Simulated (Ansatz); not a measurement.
Ansatz (a quantum-chemistry and plane-wave program) input (B3LYP/LANL2DZ): The .json file is the Basis Set Exchange's LANL2DZ.

Ansatz 0.2 input:
```yaml
crystal:
  periodic: [false, false, false]
  atoms:
    - {symbol: P, position_ang: [-0.00000000, -0.00000000, -0.99121818]}
    - {symbol: P, position_ang: [0.00000000, 0.00000000, 0.99121818]}
basis:
  gaussian:
    orbitals: LANL2DZ.json
hamiltonian:
  xc: {name: B3LYP}
total_charge: -1
magnetization: {spin_polarized: true, initial_magnetization: 1}
relax: {f_tol: 0.003, max_steps: 120}
```

**Question.** Predict the final energy.

**Answer.** -12.98736 Eh.
